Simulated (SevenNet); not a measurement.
## Chalcopyrite CdGeAs2

Level of theory: the machine-learned potential SevenNet-0 (trained on PBE and PBE+U data).

Cell (relaxed at this level):

```xyz
8
Lattice="-3.0448 3.0448 5.6977 3.0448 -3.0448 5.6977 3.0448 3.0448 -5.6977" Properties=species:S:1:pos:R:3 pbc="T T T"
Cd     0.0000     0.0000     0.0000
Cd     0.0000     3.0448     2.8489
Ge     0.0000     0.0000     5.6977
Ge     3.0448     0.0000     2.8489
As     1.3558     1.5224     7.1222
As     1.5224    -1.3558     4.2733
As     1.6889     1.5224     1.4244
As     1.5224     4.4006    -1.4244
```

```json
{
  "lattice_parameter_a": "6.090 Å",
  "lattice_parameter_c": "11.395 Å"
}
```

Measured, for comparison: lattice constant a 5.943 Å, lattice parameter c 11.216 Å (298 K, no zero-point or thermal correction; as tabulated in Abstract on Scilit: Piezoelectric nonlinear optic CuGaSe2 and CdGeAs2: Crystal …). Computed (rounded) less measured: lattice constant a +2.5 %, lattice parameter c +1.6 %.

A machine-learned potential is trained on density-functional data: it inherits that level's misses and adds fitting errors of its own.

Note: this model's volume lies 7 % above that of the starting cell (a measured, published or database cell).
